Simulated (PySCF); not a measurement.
Gas-phase reaction: AlO + 2 F₂ ⇌ AlF₂ + F₂O

Method: PySCF energies (xtb for GFN2) plus ideal-gas RRHO corrections (1 bar). The comparison is the NASA 1993 polynomial table, which mixes measured and estimated data. After a fit of one offset per element over all species, the range-separated, M06-2X, PBE0/def2-QZVP and CCSD(T)/def2-TZVPP enthalpies, where run, lie to one side of the table for AlF₂ (+60 kJ/mol): a fault of the table's entry, another state or a shared error of the levels is possible; this was not checked at source. † marks an energy on the PBE0/def2-TZVP geometry and frequencies; other levels use their own. 6-31G* has spherical d functions here. Open shells (unrestricted): AlO (multiplicity 2), AlF₂ (multiplicity 2); the rest are closed-shell singlets. GFN2 has no spin-polarisation term. B3LYP is the form with VWN-RPA correlation. For this reaction the table lies outside the span of B3LYP, M06-2X, PBE0, r2SCAN, ωB97M-V, ωB97X-V in their largest bases here; which side is off was not settled. The harmonic model lacks anharmonicity and excited electronic states, which grow with temperature; levels with a mode under 35 cm⁻¹ are left out. The table's entry may be an old estimate for AlO, AlF₂, F₂O (not checked at source).

| level | ΔH°(298 K), kJ | minus table | ΔG°(800 K), kJ |
|---|---|---|---|
| table | -737.0 | - | -646.8 |
| B3LYP/6-31G* | -665.5 | 71.5 | -576.6 |
| B3LYP/def2-TZVP† | -677.2 | 59.8 | -588.3 |
| BLYP/def2-TZVP† | -643.2 | 93.8 | -554.4 |
| GFN2-xTB | -600.3 | 136.7 | -514.8 |
| PBE/def2-SVP | -652.9 | 84.1 | -565.3 |
| PBE0/def2-QZVP† | -701.2 | 35.8 | -612.4 |
| PBE0/def2-SVP† | -683.8 | 53.2 | -594.9 |
| r2SCAN/def2-TZVP† | -700.5 | 36.5 | -611.6 |
| LDA/def2-TZVP† | -708.9 | 28.1 | -620.0 |
| ωB97M-V/def2-TZVP† | -687.7 | 49.3 | -598.9 |
| ωB97X-V/def2-TZVP† | -701.8 | 35.2 | -612.9 |
